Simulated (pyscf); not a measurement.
A first-order saddle from PySCF, ωB97X-D3(BJ)/def2-SVP:

```xyz
6

I      2.2754    -0.8798     0.3816
Si     0.1137     0.2690    -0.3669
H     -1.1594     1.3115    -0.2743
H      0.2025     1.0827     0.9180
H     -0.7808    -0.9119    -0.4352
H      0.5771     0.8544    -1.6482
```
Charge 0, spin multiplicity 2.

Surface: doublet, charge 0. Lowest wavenumbers (cm⁻¹): 531i, 268, 301, 396, 743.

**Question.** Which two sides does it connect, and which bonds change?

**Answer.** `[I]` [doublet] + `[SiH4]` ⇌ `[SiH3][I]` + `[H]` [doublet], a substitution at Si read from left to right: H–Si broken and I–Si formed. At CCSD(T)/def2-TZVPP + ΔMP2(QZVPP) it lies +0.91 eV from the left side and +0.30 eV from the right (each side as separated species at their lowest minima found). This is the saddle that the search found; another between the same sides may lie lower. The angle at the attacked Si is 157°. The CCSD(T) − MP2 part came from Ansatz, without density fitting, on the same reference. The frozen core leaves the outer d or s,p core shells of the metals and heavy elements correlated in the MP2 and CC values, and def2-TZVPP describes them poorly, which can shift differences by a few kcal/mol. Left out: the spin-orbit lowering of I, which is large for Br, Se, Te and I. Elements past Kr carry the def2 core potentials, without spin-orbit coupling.
